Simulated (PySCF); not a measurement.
Calculation: ωB97X-D3(BJ)/def2-TZVP // PBE0-D3(BJ)/def2-TZVP in PySCF. Gas-phase values, no solvent. Delta-SCF ions had no search for a lower state. 

Reference species (SMILES): `Cl[Si](F)(F)Cl` (neutral, multiplicity 1).

```
Quantity                                    Value
--------------------------------------  ---------
HOMO                                    -12.42 eV
vertical ionisation energy (Delta-SCF)   12.67 eV
HOMO–LUMO gap                            14.81 eV
```

Changed species: `Cl[Si](Cl)(Cl)Cl` (4 of 4 F replaced by Cl; the reference has 2 of 4 F replaced by Cl).

Question: Predict the effect on the HOMO, vertical ionisation energy (Delta-SCF) and HOMO–LUMO gap.

Answer: the HOMO goes up by 0.39 eV, to -12.03 eV; the vertical ionisation energy (Delta-SCF) falls by 0.53 eV, to 12.14 eV; the HOMO–LUMO gap decreases by 1.07 eV, to 13.74 eV.
